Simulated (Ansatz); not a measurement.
Cost and result for the atomization energy of C3H5FOS, SMILES `FC1(S)CCO1` (11 atoms, 11 bonds).

Z-matrix (Å, degrees):
```
C
S 1 1.811
C 1 1.525 2 114.2
O 1 1.397 2 115.0 3 105.7
F 1 1.361 2 109.4 3 -130.6
H 2 1.343 1 94.4 3 -166.2
C 3 1.529 1 83.8 2 113.3
H 3 1.088 1 111.5 2 -132.5
H 3 1.088 1 116.5 2 -4.3
H 7 1.092 3 114.9 1 -108.1
H 7 1.091 3 117.0 1 120.2
```

The species carries charge 0 and has multiplicity 1. The structure was optimised at the PBE0-D4/def2-TZVP level. It is one conformer, not always the lowest. Program: Ansatz. All runs use 4 threads of an Arm Neoverse V2 on a shared host. Times are those of one run each, without the atoms' runs, and a repeat can differ threefold. Electronic energies, without spin–orbit coupling; frozen cores. CCSD(T)/CBS adds CCSD(T) − MP2 in def2-TZVPP to the MP2 limit, and its time is that of the two runs behind it. T1 = 0.012.

CCSD(T)/CBS is a level of theory with its own doubt, some kJ/mol a heavy atom from the limit and from the frozen cores, so smaller differences don't rank the functionals.

```
                           level  functions  wall time
          LDA (SPW92)/def2-TZVPP        267      1.3 s
            revPBE-D4/def2-TZVPP        267      2.1 s
              BLYP-D4/def2-TZVPP        267      2.3 s
              PBE0-D4/def2-TZVPP        267      3.3 s
             BHLYP-D4/def2-TZVPP        267      3.5 s
         CAM-B3LYP-D4/def2-TZVPP        267      3.8 s
               B2PLYP/def2-TZVPP        267      6.5 s
                CCSD(T)/def2-SVP        113        8 s
               B97M-V/def2-TZVPP        267      9.5 s
ωB97M-V/def2-TZVPP (with forces)        267       12 s
                  MP2/def2-QZVPP        505       27 s
              CCSD(T)/def2-TZVPP        267    4.5 min
               CCSD(T)/CBS(def2)          –      5 min
```

(1) What atomization energy does each give, and how far from CCSD(T)/CBS? (Estimate.)

Answers

(1) Ansatz gave: 
```tsv
level	atomization (kJ/mol)	difference from CCSD(T)/CBS	per bond
LDA (SPW92)/def2-TZVPP	5083.2	793.9	72.2
revPBE-D4/def2-TZVPP	4321.5	32.2	2.9
BLYP-D4/def2-TZVPP	4292.1	2.8	0.2
PBE0-D4/def2-TZVPP	4336.1	46.8	4.3
BHLYP-D4/def2-TZVPP	4102.4	-186.9	-17.0
CAM-B3LYP-D4/def2-TZVPP	4306.3	17.0	1.5
B2PLYP/def2-TZVPP	4234.6	-54.7	-5.0
CCSD(T)/def2-SVP	4066.7	-222.6	-20.2
B97M-V/def2-TZVPP	4306.8	17.5	1.6
ωB97M-V/def2-TZVPP (with forces)	4320.9	31.6	2.9
MP2/def2-QZVPP	4354.3	65.0	5.9
CCSD(T)/def2-TZVPP	4170.5	-118.8	-10.8
CCSD(T)/CBS(def2)	4289.3	0.0	0.0
```

The D4 term adds +38.7 kJ/mol with B3LYP and +20.1 kJ/mol with PBE0; it sums over pairs of atoms, weighted by their polarisabilities, and B3LYP, whose exchange is more repulsive, gets the larger term. From r2SCAN to r2SCAN0 (25 % exact exchange), in def2-TZVPP and without D4, the atomization energy moves by −94.5 kJ/mol: exact exchange takes away binding that semilocal exchange gives to molecules. In def2-TZVPP, CCSD(T) changes the Hartree–Fock value by +1195.9 kJ/mol (the triples alone add +84.4 kJ/mol) and MP2 by +1310.0 kJ/mol; breaking electron pairs costs correlation energy, which Hartree–Fock lacks.

B3LYP here is the variant with VWN-RPA as its local correlation; programs differ in this.
